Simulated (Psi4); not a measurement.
# wB97X-V/aug-cc-pVTZ run of HS− (hydrosulfide)

Aim: the vertical ionisation energy of HS− (hydrosulfide) at wB97X-V/aug-cc-pVTZ, from 2 runs. 

The results are computed with Psi4 1.11.

### Step 1. The molecule

HS− has 2 atoms, charge -1, and is taken as a singlet. As SMILES, `[SH-]`. The coordinates come from a PBE0-D4/def2-TZVPD relaxation.

Bond lengths: S1–H2 1.346 Å.

### Step 2. The energy at wB97X-V/aug-cc-pVTZ

calc.dat reads:

```
memory 1600 mb

molecule molecule1 {
  -1 1
  S      0.574700    -0.187900     0.295500
  H     -0.574700     0.187900    -0.295500
  units angstrom
  symmetry c1
  no_reorient
  no_com
}

set {
  reference rks
  puream true
  e_convergence 1e-09
  d_convergence 1e-08
  scf_type pk
  dft_radial_points 99
  dft_spherical_points 590
}

energy('wb97x-v/aug-cc-pVTZ')
```

Started as:

```
$ psi4 calc.dat calc.out -n 1
```

calc.out:

```text
[...]
  Running in c1 symmetry.
[...]
  Nuclear repulsion =    6.290522543643841
[...]
  Multiplicity = 1
[...]
  Nalpha       = 9
  Nbeta        = 9
[...]
    Number of basis functions: 73
[...]
   @RKS iter   1:  -398.65864214128135   -3.45265e-01   6.03578e-03 DIIS/ADIIS
[...]
   @RKS iter  10:  -398.77973506476440    1.13687e-13   1.61164e-09 DIIS
[...]
    Orbital Energies [Eh]
    ---------------------
    Doubly Occupied:
       1A    -88.597187     2A     -7.753085     3A     -5.710387
       4A     -5.703579     5A     -5.703579     6A     -0.545584
       7A     -0.224642     8A     -0.085198     9A     -0.085198
[...]
  @RKS Final Energy:  -398.77973506476440
   => Energetics <=
    Nuclear Repulsion Energy =              6.2905225436438412
    One-Electron Energy =                -568.0015292598876613
    Two-Electron Energy =                 182.4624918294208555
    DFT Exchange-Correlation Energy =     -19.6061907657768089
    Empirical Dispersion Energy =           0.0000000000000000
    VV10 Nonlocal Energy =                  0.0749705878353635
    Total Energy =                       -398.7797350647643952
[...]
 Multipole Moments:
 ------------------------------------------------------------------------------------
     Multipole            Electronic (a.u.)      Nuclear  (a.u.)        Total (a.u.)
 ------------------------------------------------------------------------------------
 L = 1.  Multiply by 2.5417464519 to convert [e a0] to [Debye]
 Dipole X            :        -17.4578599           16.2903841           -1.1674758
 Dipole Y            :          5.7079030           -5.3261931            0.3817099
 Dipole Z            :         -8.9765053            8.3762111           -0.6002942
 Magnitude           :                                                    1.3671340
[...]
```

Wall time 9.6 s (1 thread of Intel Xeon 6975P-C (Granite Rapids), shared host); peak memory 0.71 GiB.

### Step 3. Doublet neutral HS, same level

hs_ase.py reads:

```python
import numpy as np
from ase.calculators.psi4 import Psi4
from ase import Atoms

atoms = Atoms(['S', 'H'], positions=[
    [0.574700, -0.187900, 0.295500],
    [-0.574700, 0.187900, -0.295500],
])
calc = Psi4(atoms=atoms, method='wb97x-v', basis='aug-cc-pVTZ', memory='1600MB', num_threads=1, charge=0, multiplicity=2, label='calc', reference='uks')
calc.psi4.set_options({'puream': True, 'e_convergence': 1e-09, 'd_convergence': 1e-08, 'scf_type': 'pk', 'dft_radial_points': 99, 'dft_spherical_points': 590, 'maxiter': 200})
atoms.calc = calc

print(f'energy: {atoms.get_potential_energy():.6f} eV')
```

Started as:

```
$ python hs_ase.py
```

calc.dat:

```text
[...]
  Running in c1 symmetry.
[...]
  Nuclear repulsion =    6.290522543643842
[...]
  Multiplicity = 2
[...]
  Nalpha       = 9
  Nbeta        = 8
[...]
    Number of basis functions: 73
[...]
   @UKS iter   1:  -398.67707960667798   -3.63702e-01   2.90928e-03 DIIS/ADIIS
[...]
   @UKS iter  10:  -398.69656634606179   -2.44427e-12   3.09533e-09 DIIS
[...]
   @S^2 Observed:                7.536859507E-01
[...]
    Orbital Energies [Eh]
    ---------------------
    Alpha Occupied:
       1A    -88.923653     2A     -8.078168     3A     -6.041894
       4A     -6.031694     5A     -6.023314     6A     -0.865988
       7A     -0.517263     8A     -0.424202     9A     -0.379355
    Alpha Virtual:
      10A      0.029879    11A      0.089664    12A      0.092282
      13A      0.099326    14A      0.116887    15A      0.150692
      16A      0.205402    17A      0.214786    18A      0.240196
      19A      0.240556    20A      0.303078    21A      0.341831
      22A      0.349484    23A      0.374113    24A      0.477104
      25A      0.492764    26A      0.512334    27A      0.526459
[...]
  @UKS Final Energy:  -398.69656634606179
   => Energetics <=
    Nuclear Repulsion Energy =              6.2905225436438421
    One-Electron Energy =                -562.6538747636532207
    Two-Electron Energy =                 177.1075344250314458
    DFT Exchange-Correlation Energy =     -19.5130050136399085
    Empirical Dispersion Energy =           0.0000000000000000
    VV10 Nonlocal Energy =                  0.0722564625559454
    Total Energy =                       -398.6965663460618430
[...]
 Multipole Moments:
 ------------------------------------------------------------------------------------
     Multipole            Electronic (a.u.)      Nuclear  (a.u.)        Total (a.u.)
 ------------------------------------------------------------------------------------
 L = 1.  Multiply by 2.5417464519 to convert [e a0] to [Debye]
 Dipole X            :          0.7649121           -1.0436726           -0.2787605
 Dipole Y            :         -0.2500905            0.3412321            0.0911416
 Dipole Z            :          0.3933035           -0.5366370           -0.1433335
 Magnitude           :                                                    0.3264333
[...]
```

Standard output:

```text
energy: -10849.086173 eV
```

Wall time 11 s (1 thread of Intel Xeon 6975P-C (Granite Rapids), shared host); peak memory 0.75 GiB.

### Step 4. Outcome

At wB97X-V/aug-cc-pVTZ:

| quantity | value |
| --- | --- |
| singlet HS−: total energy | -398.77974 Eh |
| singlet HS−: HOMO energy | -2.32 eV |
| singlet HS−: LUMO energy | 4.33 eV |
| singlet HS−: HOMO–LUMO gap (to an unbound level, set by the basis) | 6.64 eV |
| doublet neutral HS: total energy | -398.69657 Eh |
| doublet neutral HS: dipole moment | 0.83 D |
| doublet neutral HS: HOMO energy (highest over α and β) | -9.94 eV |
| doublet neutral HS: LUMO energy (lowest over α and β) | -2.39 eV |
| doublet neutral HS: ⟨S²⟩ | 0.754 |
| vertical detachment energy (to the doublet neutral) | 2.263 eV |

In words: The vertical ionisation energy comes to 2.26 eV (218 kJ/mol). The negative HOMO energy of the first species, 2.32 eV, lies 0.06 eV above that difference.
